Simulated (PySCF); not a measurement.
Species: C₃H₅O (doublet state).
SMILES with atom numbers: `[CH3:1][C:2]1[CH2:3][O:4]1` (hydrogens: H5, H6, H7 on C1; H8, H9 on C3)

Method: PySCF 2.14.0, UKS B3LYP, pcH-1 on C H O, non-relativistic, mean-field spin-orbit, GIAO. Geometry: GFN2-xTB; no solvent, vibrations or thermal averaging. The geometry wasn't refined by DFT: couplings that depend on bond lengths, twists or pyramidal angles can differ widely from those at the functional's own minimum. The SCF solution wasn't tested for stability.

Principal values of hyperfine tensors in MHz (contact and dipolar terms together), for some of the nuclei:

| atom | isotope | A1 | A2 | A3 |
| --- | --- | --- | --- | --- |
| H6 | 1H | 103.47 | 107.20 | 116.25 |
| C1 | 13C | 36.71 | 37.54 | 53.24 |
| O4 | 17O | -95.78 | -3.54 | 1.30 |
| H7 | 1H | 12.48 | 14.05 | 31.12 |
| H9 | 1H | 2.46 | 3.00 | 18.35 |
| H5 | 1H | -0.61 | 1.32 | 18.03 |
| H8 | 1H | -1.73 | 1.21 | 12.74 |
| C3 | 13C | -2.47 | 0.25 | 4.25 |

Question: Give the isotropic coupling of each nucleus in MHz and in mT (g = 2.0031), and the anisotropic part.

Answer: a_iso = (A1 + A2 + A3)/3, Ti = Ai − a_iso; 1 mT corresponds to 28.036 MHz.

| atom | a_iso (MHz) | a_iso (mT) | T1 | T2 | T3 |
| --- | --- | --- | --- | --- | --- |
| H6 | 108.97 | 3.887 | -5.50 | -1.77 | 7.28 |
| C1 | 42.50 | 1.516 | -5.79 | -4.96 | 10.75 |
| O4 | -32.67 | -1.165 | -63.11 | 29.13 | 33.98 |
| H7 | 19.22 | 0.686 | -6.74 | -5.17 | 11.90 |
| H9 | 7.94 | 0.283 | -5.48 | -4.94 | 10.41 |
| H5 | 6.25 | 0.223 | -6.85 | -4.93 | 11.78 |
| H8 | 4.07 | 0.145 | -5.80 | -2.87 | 8.67 |
| C3 | 0.68 | 0.024 | -3.14 | -0.43 | 3.57 |

Question: What spin density at the nucleus of H7 lies behind its contact coupling (g_N = 5.58569)?

Answer: a_FC = (2μ0/3) gₑ μB g_N μN ρ(0)/(2S·h) = 800.24 MHz × g_N × ρ(0)/(2S), with ρ in bohr⁻³. With a_FC = 19.22 MHz and 2S = 1, ρ(0) = 0.0043 bohr⁻³. In magnitude that is 1.4 % of the 1/π = 0.318 of a free hydrogen atom.

Question: C2 (13C, g_N = 1.40482) isn't in the table. Its spin density at the nucleus is 0.3145 bohr⁻³. What is its contact coupling?

Answer: By the same relation, a_FC = 353.6 MHz. Its full tensor has the principal values 283.67, 287.86, 489.29 MHz.

Question: Name the largest traceless tensor T of the table and describe it.

Answer: O4: -63.1, 29.1, 34.0 MHz, nearly axial, close to the ratio +1:+1:−2.

Question: What first-order splitting does O4 cause when the field lies along A1, A2 or A3 of its tensor (g taken as isotropic, no quadrupole term)?

Answer: 6 lines (I = 5/2), spaced by |A_i|/(g × 13.996): 3.42, 0.13, 0.05 mT along the axes of A1, A2 and A3.
